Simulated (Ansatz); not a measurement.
Total energies of CH$_{4}$ClSi, SMILES `C[SiH]Cl` radical.

Cartesian coordinates in Å:
```
C -0.4026 0.5100 -0.5533
Si 0.6421 -0.1105 0.8635
Cl 1.8118 -1.6841 0.2192
H -1.0443 1.3266 -0.2132
H -1.0352 -0.2970 -0.9343
H 0.2238 0.8749 -1.3689
H -0.1955 -0.6199 1.9870
```

Total charge 0; spin multiplicity 2. Geometry: relaxed with PBE0-D4/def2-TZVP. Basis def2-TZVPP, Ansatz.

RPA on PBE orbitals: Hartree–Fock energy of these orbitals -788.65290 Eh, correlation -0.82756 Eh (frozen core).

| functional | energy without D4 (Eh) | D4 term (kJ/mol) |
| --- | --- | --- |
| revPBE | -790.09746 | -39.8 |
| B97M-V | -790.05970 | – |
| PBE0 | -789.93020 | -11.2 |
| B3LYP | -790.29294 | -21.9 |
| HSE06 (plane-wave form) | -789.91319 | -10.5 |
| BHLYP | -790.22786 | -17.4 |
| ωB97X-V | -790.12378 | – |
| ωB97M-V | -790.17726 | – |
| B2PLYP | -789.96096 | – |
| PBE-QIDH | -789.75484 | – |

(1) Give the same for LDA (SPW92), PBE, BLYP, r2SCAN, r2SCANh, r2SCAN0, CAM-B3LYP, LC-ωPBE. (An estimate is asked.)

B3LYP takes the VWN-RPA correlation (the form of Gaussian; ORCA's B3LYP/G). HSE06 is the plane-wave form, built on full-range PBE exchange. The double hybrids freeze the cores in their second-order part.

Answers

(1) Computed: 
| functional | energy without D4 (Eh) | D4 term (kJ/mol) |
| --- | --- | --- |
| LDA (SPW92) | -787.20755 | – |
| PBE | -789.85530 | -13.4 |
| BLYP | -790.22026 | -29.7 |
| r2SCAN | -790.17333 | -3.0 |
| r2SCANh | -790.16941 | -3.3 |
| r2SCAN0 | -790.16417 | -3.6 |
| CAM-B3LYP | -790.24707 | -11.4 |
| LC-ωPBE | -790.01303 | – |

LC-ωPBE has ω = 0.4 bohr⁻¹.
